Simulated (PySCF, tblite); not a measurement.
**CHClFO radical, a cluster model of a defect (C site with back bonds O, F, Cl): EPR parameters**

What EPR parameters should one expect for `O[C](F)Cl`? It is drawn as: dangling bond.

Computed with tblite 0.8.0 and PySCF 2.14.0; each step states its level. No surroundings beyond the atoms listed, unless a continuum is named. Atoms count from 0, parts from 1.

## 1. Starting point

5 atoms, charge 0, multiplicity 2; geometry: distance geometry start.

## 2. Relaxing the cluster with GFN2-xTB

What the job is given:

```
{"job": {"kind": "relax", "xc": "GFN2-xTB", "basis": "xTB"}, "charge": 0, "multiplicity": 2}
C      0.312865     0.303108    -0.535321
O     -1.010602    -0.215817    -0.422958
F      0.347431     1.408105     0.329887
Cl     1.449104    -0.933793     0.104886
H     -1.062390    -0.540391     0.505150
```

Level: GFN2-xTB geometry optimisation, gas phase.

On the command line:

```console
> OMP_NUM_THREADS=1 python cluster_run.py task.json out
```

The driver reads the jobs from task.json and runs them one after another.

Output:

```text
step      E/eV     max force
  0    -432.63053    4.203
  1    -432.94987    1.881
  2    -433.03597    1.019
  3    -433.08104    0.921
  4    -433.16295    0.790
  5    -433.19552    0.658
  6    -433.23309    0.465
  7    -433.24084    0.214
  8    -433.24415    0.152
  9    -433.24518    0.093
 10    -433.24601    0.099
 11    -433.24689    0.107
 12    -433.24811    0.135
 13    -433.24951    0.142
 14    -433.25130    0.186
 15    -433.25443    0.245
 16    -433.25967    0.519
 17    -433.26846    0.488
 18    -433.28194    1.044
 19    -433.25511    1.583
 20    -433.30374    0.262
 21    -433.30630    0.230
 22    -433.31039    0.200
 23    -433.31171    0.161
 24    -433.31329    0.261
 25    -433.31449    0.139
 26    -433.31488    0.044
 27    -433.31500    0.036
 28    -433.31513    0.021
 29    -433.31518    0.011
 30    -433.31519    0.002
```

It took 0.17 s on 1 thread of Arm Neoverse N1, shared host.

The steps of the relaxation: (the energy doesn't fall at every step)

```
step  energy from step 0 (eV)  largest force (eV/Å)
   0                   0.0000                4.2032
   1                  -0.3193                1.8818
   2                  -0.4054                1.0197
   3                  -0.4505                0.9215
   4                  -0.5324                0.7893
   5                  -0.5650                0.6576
   6                  -0.6026                0.4646
   7                  -0.6103                0.2139
   8                  -0.6136                0.1523
   9                  -0.6146                0.0927
  10                  -0.6155                0.0990
  11                  -0.6164                0.1068
  12                  -0.6176                0.1354
  13                  -0.6190                0.1421
  14                  -0.6208                0.1866
  15                  -0.6239                0.2454
  16                  -0.6291                0.5184
  17                  -0.6379                0.4881
  18                  -0.6514                1.0443
  19                  -0.6246                1.5833
  20                  -0.6732                0.2622
  21                  -0.6758                0.2297
  22                  -0.6799                0.2003
  23                  -0.6812                0.1608
  24                  -0.6828                0.2610
  25                  -0.6840                0.1389
  26                  -0.6843                0.0439
  27                  -0.6845                0.0366
  28                  -0.6846                0.0211
  29                  -0.6846                0.0105
  30                  -0.6847                0.0024
```

Close pairs (by a distance rule), those that changed most:

```
  bond  before (Å)  after (Å)  change (Å)
 C0–O1       1.426      1.329      -0.097
C0–Cl3       1.797      1.728      -0.069
 C0–F2       1.404      1.354      -0.049
 O1–H4       0.985      0.971      -0.014
```

## 3. Geometry optimisation at PBE0-D3(BJ)/def2-SVP

What the job is given:

```
{"job": {"xc": "PBE0", "basis": "def2-SVP", "d3": "d3bj", "grid": 2, "kind": "geom", "shake": 0.01}, "charge": 0, "multiplicity": 2}
C      0.314505     0.128499    -0.342949
O     -0.876780    -0.489071    -0.315309
F      0.290787     1.295150     0.369898
Cl     1.756443    -0.787225    -0.119435
H     -1.460006    -0.184177     0.387091
```

Output:

```text
step   0  E = -673.23151109  max force = 0.026425
step   1  E = -673.22967122  max force = 0.034400
step   2  E = -673.23364952  max force = 0.013344
step   3  E = -673.23420614  max force = 0.004055
step   4  E = -673.23424684  max force = 0.001260
step   5  E = -673.23425368  max force = 0.000691
step   6  E = -673.23428125  max force = 0.002493
step   7  E = -673.23436312  max force = 0.007977
step   8  E = -673.23443280  max force = 0.002811
step   9  E = -673.23449174  max force = 0.003252
step  10  E = -673.23454090  max force = 0.002766
step  11  E = -673.23475864  max force = 0.005229
step  12  E = -673.23480790  max force = 0.007331
step  13  E = -673.23498667  max force = 0.003155
step  14  E = -673.23504705  max force = 0.000730
step  15  E = -673.23505344  max force = 0.000094
optimisation converged
```

It took 67 s on 1 thread of Arm Neoverse N1, shared host; peak memory 0.34 GiB.

Relaxation path: (the energy doesn't fall at every step)

```
step  energy from step 0 (eV)  largest force component (eV/Å)
   0                   0.0000                          1.3588
   1                   0.0501                          1.7689
   2                  -0.0582                          0.6862
   3                  -0.0733                          0.2085
   4                  -0.0744                          0.0648
   5                  -0.0746                          0.0355
   6                  -0.0754                          0.1282
   7                  -0.0776                          0.4102
   8                  -0.0795                          0.1445
   9                  -0.0811                          0.1672
  10                  -0.0824                          0.1422
  11                  -0.0884                          0.2689
  12                  -0.0897                          0.3770
  13                  -0.0946                          0.1622
  14                  -0.0962                          0.0375
  15                  -0.0964                          0.0048
```

Distances of close pairs at the start and the end, largest changes first:

```
  bond  before (Å)  after (Å)  change (Å)
 C0–F2       1.367      1.336      -0.031
C0–Cl3       1.723      1.728      +0.006
 C0–O1       1.342      1.336      -0.006
 O1–H4       0.963      0.967      +0.005
```

The next job starts from the end point, and lists it.

```
                         at the end point                 value
  point group (found at 0.08 Å tolerance)                    C1
rotational constants (GHz, main isotopes)  10.975, 4.971, 3.493
                        dipole moment (D)                  1.91
                                     ⟨S²⟩                 0.752
```

## 4. EPR parameters: B3LYP/IGLO-III+pcH-1

What the job is given:

```
{"job": {"kind": "epr"}, "charge": 0, "multiplicity": 2}
C      0.187133     0.352744    -0.071986
O     -0.251440    -0.828609    -0.517246
F     -0.573194     0.866918     0.898986
Cl     1.869348     0.334056     0.324777
H     -1.206550    -0.762815    -0.655850
```

Method: UKS B3LYP, IGLO-III on C Cl F O, pcH-1 on H, non-relativistic, mean-field spin-orbit, GIAO.

Output:

```text
UKS, coarse grid
  cycle   1  E = -673.91754585  |g| = 5.83e-01
  cycle   2  E = -673.71401597  |g| = 9.74e-01
  cycle   3  E = -674.02896537  |g| = 6.27e-02
  cycle   4  E = -674.03015345  |g| = 4.11e-02
  cycle   5  E = -674.03064237  |g| = 1.34e-02
  cycle   6  E = -674.03070302  |g| = 4.15e-03
  cycle   7  E = -674.03071085  |g| = 8.17e-04
UKS, final grid
  cycle   1  E = -674.03072066  |g| = 6.25e-04
  cycle   2  E = -674.03072060  |g| = 8.77e-04
  cycle   3  E = -674.03072086  |g| = 1.35e-04
  cycle   4  E = -674.03072087  |g| = 7.31e-05
  cycle   5  E = -674.03072088  |g| = 4.44e-05
  cycle   6  E = -674.03072088  |g| = 6.47e-06
E = -674.03072088 Eh   <S^2> = 0.7526 (exact 0.7500)
g shifts (ppm)      1          2          3
  rmc          -258       -258       -258
  gc              8         28         39
  oz_so        -697       2707       3550
  total        -946       2477       3331
hyperfine (MHz)  atom isotope    a_iso     a_fc   dipolar eigenvalues
    0   13C     550.69     550.50    -67.27    -65.23    132.50
    1   17O     -17.66     -17.62    -48.98     23.57     25.41
    2   19F     359.07     357.34   -189.43   -174.95    364.39
    3  35Cl      39.27      39.22    -26.23    -20.33     46.55
    4    1H      -2.01      -2.05    -12.67     -8.49     21.16
```

Wall time 23 s (1 thread of Arm Neoverse N1, shared host); peak memory 0.48 GiB.

Principal g values 2.00137, 2.00480, 2.00565; g(iso) = 2.00394, against 2.00232 for a free electron.

Hyperfine couplings, nucleus by nucleus at this fixed geometry (no averaging over rotations):

```
nuclei  isotope  a(iso) (MHz)  a(iso) (G, at g = 2.0023)  largest dipolar term (MHz)
    C0      13C         550.7                      196.5                       132.5
    F2      19F         359.1                      128.1                       364.4
   Cl3     35Cl          39.3                       14.0                        46.6
    O1      17O         -17.7                       -6.3                       -49.0
    H4       1H          -2.0                       -0.7                        21.2
```

Mulliken spin populations:

```
atom  value (e)
  C0       0.82
  O1       0.07
  F2       0.03
 Cl3       0.09
  H4      -0.01
```

In first order the couplings over 0.8 MHz of 19F, 35Cl, 1H give 16 distinct lines over 170.9 G.

## 5. g tensor and hyperfine couplings: BHandHLYP/IGLO-III+pcH-1

Settings changed since step 4:

```diff
@@ -1,2 +1,2 @@
-{"job": {"kind": "epr"}, "charge": 0, "multiplicity": 2}
+{"job": {"kind": "epr", "xc": "BHandHLYP"}, "charge": 0, "multiplicity": 2}
 C      0.187133     0.352744    -0.071986
```

Method: UKS BHandHLYP, IGLO-III on C Cl F O, pcH-1 on H, non-relativistic, mean-field spin-orbit, GIAO.

Output:

```text
UKS, coarse grid
  cycle   1  E = -673.79744356  |g| = 5.49e-01
  cycle   2  E = -673.77277729  |g| = 6.48e-01
  cycle   3  E = -673.91289776  |g| = 3.72e-02
  cycle   4  E = -673.91392443  |g| = 1.28e-02
  cycle   5  E = -673.91412627  |g| = 6.95e-03
  cycle   6  E = -673.91416660  |g| = 3.15e-03
  cycle   7  E = -673.91417855  |g| = 1.49e-03
  cycle   8  E = -673.91418104  |g| = 6.18e-04
UKS, final grid
  cycle   1  E = -673.91418589  |g| = 5.25e-04
  cycle   2  E = -673.91418596  |g| = 5.55e-04
  cycle   3  E = -673.91418606  |g| = 1.04e-04
  cycle   4  E = -673.91418609  |g| = 7.15e-05
  cycle   5  E = -673.91418609  |g| = 1.05e-05
E = -673.91418609 Eh   <S^2> = 0.7545 (exact 0.7500)
g shifts (ppm)      1          2          3
  rmc          -259       -259       -259
  gc             16         34         47
  oz_so        -715       2445       3466
  total        -957       2220       3254
hyperfine (MHz)  atom isotope    a_iso     a_fc   dipolar eigenvalues
    0   13C     585.17     584.98    -71.64    -69.39    141.03
    1   17O     -22.28     -22.24    -48.08     22.77     25.31
    2   19F     375.41     373.84   -191.59   -168.23    359.82
    3  35Cl      37.15      37.13    -27.23    -18.60     45.83
    4    1H      -3.04      -3.08    -12.85     -8.66     21.51
```

Run time: 24 s. Hardware: 1 thread of Arm Neoverse N1, shared host; peak memory 0.49 GiB.

In short: g(iso) 2.00382.

## 6. Comparing the runs: EPR parameters

g, ⟨S²⟩ and isotropic hyperfine couplings (MHz), with basis size and wall time:

```
                     run   g(iso)   ⟨S²⟩  13C C0  19F F2  35Cl Cl3  17O O1  1H H4  functions  time
    B3LYP/IGLO-III+pcH-1  2.00394  0.753   550.7   359.1      39.3   -17.7   -2.0        159  23 s
BHandHLYP/IGLO-III+pcH-1  2.00382  0.755   585.2   375.4      37.2   -22.3   -3.0        159  24 s
```

## 7. Results

| quantity | value |
| --- | --- |
| point group | C1 |
| rotational constants (main isotopes) | 10.97, 4.97, 3.49 GHz |
| g(iso) (B3LYP) | 2.00394 |
| ⟨S²⟩ | 0.753 (exact 0.75) |
| largest a(iso) | 13C on C0, 550.7 MHz |

What this shows: The optimisation took 15 steps and gained 0.096 eV; among the close pairs (by a distance rule), C0–F2 changed most, from 1.367 to 1.336 Å (PBE0/def2-SVP). No frequency check was run at this level, so the end point may be a saddle. C0 carries the largest spin population, 0.82 e. The isotropic g lies 1.6 ppt above the free-electron value. The coupling of 13C on C0 runs from 550.7 (B3LYP/IGLO-III+pcH-1) to 585.2 MHz (BHandHLYP/IGLO-III+pcH-1).
